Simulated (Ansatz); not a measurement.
C3H9NO (`COCCN`), charge 0, multiplicity 1.

Q: Give a relaxed structure at PBE0-D4/def2-TZVP (Ansatz). (Best estimate.)

A: The calculation gave: 
Cartesian coordinates in Å:
```
C 1.734 -0.583 -0.560
O 0.736 -0.933 0.361
C 0.073 0.175 0.927
C -0.960 0.788 -0.006
N -1.993 -0.124 -0.461
H 2.485 0.076 -0.103
H 2.221 -1.506 -0.876
H 1.332 -0.081 -1.450
H 0.804 0.937 1.241
H -0.424 -0.204 1.825
H -0.463 1.211 -0.886
H -1.431 1.634 0.505
H -2.559 -0.430 0.322
H -1.557 -0.958 -0.838
```
This is one stationary point; other conformers may exist.
